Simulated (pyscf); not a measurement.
Structures and frequencies: ωB97X-D3(BJ)/def2-SVP in PySCF. Correlated levels are frozen-core, on RHF or UHF. ΔMP2 is the change of the MP2 total energy from the triple- to the quadruple-zeta basis.

**Question.** Estimate the classical barrier height and the reaction energy of H₂O (SMILES O) + H₃C–B=O (SMILES CB=O) → O=B–OH (SMILES O=BO) + CH₄ (SMILES C) at CCSD(T)/def2-TZVPP + ΔMP2(QZVPP). The step runs on the singlet surface, breaks H–O, B–C and forms B–O, C–H; take the separated reactants as zero.

**Answer.** ΔE‡ = 46.5 kcal/mol, ΔE = -14.7 kcal/mol. Zero-point energy shifts the barrier by -0.3 kcal/mol. It is a four-centre exchange, with an imaginary mode of 1540i cm⁻¹. On the reactant side the descent ends in a complex (not fully relaxed), 5.6 kcal/mol under the separated species and 48.8 kcal/mol under the saddle at ωB97X-D3(BJ)/def2-TZVP. The reactants may also form a dative adduct at H₃C–B=O; it and routes through it were not searched. At ωB97X-D3(BJ) the barrier from the zero used here is 43.2 kcal/mol. This is the saddle that the search found; another between the same sides may lie lower. The CCSD(T) − MP2 part came from Ansatz, without density fitting, on the same reference.
